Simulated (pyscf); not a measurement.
Elementary routes open to H₂N–SiH(NH₂)–F + H₂ in the gas phase (singlet surface):
A. H₂N–SiH₂–F + NH₃ (N–Si, H–H broken; H–Si, H–N formed)
B. H₂N–SiH₂–NH₂ + HF (F–Si, H–H broken; H–Si, F–H formed)

PySCF, gas phase, ωB97X-D3(BJ)/def2-SVP geometries.

Rank the routes by free-energy barrier at 600 K, lowest first, for ωB97M-D3(BJ)/def2-TZVP energies (ideal gas, 1 atm, RRHO with modes under 100 cm⁻¹ raised to 100, one conformer, R ln 2 for chiral ones without a mode under 150 cm⁻¹).

A (2.92 eV), B (3.47 eV)

Route A is the fastest of these, ahead of the next by 0.55 eV. The most stable products are those of A (ΔG = +0.58 eV), so kinetics and thermodynamics agree. At 1200 K A is still the fastest. Only these routes are compared; each barrier is that of the saddle found, and lower ones may exist.
